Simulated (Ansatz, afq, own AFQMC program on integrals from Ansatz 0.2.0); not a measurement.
**Atomization energy of InBr$_{2}$Cl, singlet**

```xyz
4

Cl   -1.9379   -0.9914    0.8743
In   -0.0150   -0.0077    0.0068
Br    2.1836   -0.7858    0.7771
Br   -0.2307    1.7850   -1.6582
```

Connectivity, by distances: Cl–In(–Br)–Br.

Atoms in their ground-state spins without spin–orbit coupling (mostly on UHF) minus the molecule (RHF), without zero-point energy. The geometry is a stationary point, not shown to be a minimum.

Basis def2-TZVP with its core potentials. Noble-gas cores (and the filled d shells of Ga–Kr and In–Xe) are frozen. Ansatz 0.2.0 and our own AFQMC program on the same integrals; the CISD trial comes from CCSD amplitudes, and released means the phaseless constraint is let go. Uncertainties: one standard error, sampling alone. No spin–orbit coupling. The errors of all members are added in quadrature.

No full CI on the walks' own integrals is used here. The released AFQMC energy serves as the reference, which it does only where one determinant dominates, the energy is flat over the last release times and near the phaseless one (40 meV or 2 meV an electron, half that with transition metals). On small molecules, where full CI could be run and the noise was under 10 meV, such values lay within 10 meV of it in 19 cases of 20, a flattering rate, since the rule was set on those same cases; what remains of the bias isn't in the error bar. Each member takes its own surest rung, up to full CI.

The best estimate is CCSD(T) at the basis-set limit (CBS: def2-TZVPP and def2-QZVPP, with their diffuse functions for anions and beside diffuse sets, CCSD(T) itself extrapolated) plus the step from CCSD(T) to AFQMC with the constraint released in def2-TZVP. Rows without CBS are in def2-TZVP; B2PLYP and the wave-function rows carry a basis error of their own. Core correlation and relativity beyond core potentials are missing, and ± holds the sampling alone.

Cautions: inner d shell frozen; no relativity below Rb; no spin-orbit coupling; InBr₂Cl (singlet): the released value is read at 0.90 1/Eh with a noise of 13 meV, more than in the cases checked (meV from the phaseless value at times in 1/Eh: -20 ± 11 at 0.21, -11 ± 9 at 0.42, -13 ± 12 at 0.63, -23 ± 13 at 0.90).

```tsv
level	atomization energy (kJ/mol)
B3LYP	855.4
wB97M-V	913.6
PBE0	911.3
```

(1) From these cheaper values, estimate the atomization energy at the level of the best estimate.

(1) 952.6 ± 1.3 kJ/mol (best estimate, highest rung released AFQMC).

```tsv
level	atomization energy (kJ/mol)	error against the best estimate (kJ/mol)
HF	674.8	-277.9 ± 1.3
MP2	951.7	-0.9 ± 1.3
CCSD	873.3	-79.4 ± 1.3
CCSD(T)	899.3	-53.3 ± 1.3
ph-AFQMC/CISD	902.9 ± 0.9	-49.7 ± 1.6
released AFQMC	903.5 ± 1.4	-49.2
HF/CBS	675.2	-277.4 ± 1.3
MP2/CBS	995.5	42.9 ± 1.3
CCSD(T)/CBS	949.2	-3.5 ± 1.3
PBE	917.9	-34.7 ± 1.3
r2SCAN	938.0	-14.7 ± 1.3
B2PLYP	887.3	-65.3 ± 1.3
```

Correlation beyond CCSD(T) adds 3.5 ± 1.3 kJ/mol. Going to the basis-set limit adds 49.9 kJ/mol at CCSD(T). The perturbative (T) step is worth +26.0 kJ/mol.

Best estimates are given only where the step beyond CCSD(T) is under 0.3 eV and no member's determinant is very poor (T1 over 0.05, or 0.07 for open shells, ⟨S²⟩ too high by 0.3, two states mixed), so the hardest cases are missing from such tables.

The functionals ran in a triple-zeta set and keep a basis error of their own, a few kJ/mol for each bond in atomization energies and more for double hybrids, so close places among them and the extrapolated levels can swap.

Each member of a difference takes its own highest rung, so a best estimate needn't equal the limit plus the step of one row. Released energies are given only where the last usable release times agree within the noise; a slower fall can still hide under it. The exponents were fitted on light atoms, and def2 sets of heavy atoms don't grow evenly, so the limit is rough here.
